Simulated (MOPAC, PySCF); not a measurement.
C2H6O, SMILES `COC`, neutral singlet in the gas phase. 

Z-matrix (Å, degrees):
```
O
C 1 1.3998
C 1 1.3998 2 113.17
H 2 1.1001 1 108.00 3 180.00
H 3 1.1001 1 108.00 2 180.00
H 3 1.1103 5 108.49 1 121.70
H 2 1.1103 4 108.49 1 121.70
H 2 1.1103 4 108.49 7 116.61
H 3 1.1103 5 108.49 6 116.61
```
Charge 0, spin multiplicity 1.

All levels are single points at this geometry (B3LYP-D3(BJ)/def2-SVP); Pople sets use spherical d functions. Orbital energies aren't observables, and empty levels follow the basis.

```tsv
level	HOMO (eV)	LUMO (eV)	gap (eV)	dipole (D)	vertical IE, Delta-SCF (eV)
B3LYP-D3(BJ)/def2-TZVP in PySCF	-7.21	1.01	8.22	1.19	9.95
PBE-D3(BJ)/def2-TZVP in PySCF	-5.84	0.55	6.38	1.09	9.71
B3LYP/3-21G in PySCF	-6.53	3.05	9.57	1.36	–
B3LYP/6-311+G** in PySCF	-7.24	0.15	7.40	1.38	–
B3LYP/6-31G* in PySCF	-6.86	2.52	9.38	1.21	9.78
BP86/6-31G* in PySCF	-5.58	1.79	7.37	1.12	–
M06-2X/6-31G* in PySCF	-8.78	3.68	12.46	1.29	–
SVWN5/6-31G* in PySCF	-5.51	1.60	7.11	1.16	9.65
HF/3-21G in PySCF	-11.13	7.11	18.24	1.74	–
HF/6-31G* in PySCF	-11.38	6.35	17.74	1.48	8.90
HF/STO-3G in PySCF	-9.07	15.67	24.74	1.25	–
PM3 in MOPAC	-10.66	3.07	13.73	1.24	–
PM7 in MOPAC	-9.88	2.52	12.39	1.74	–
```
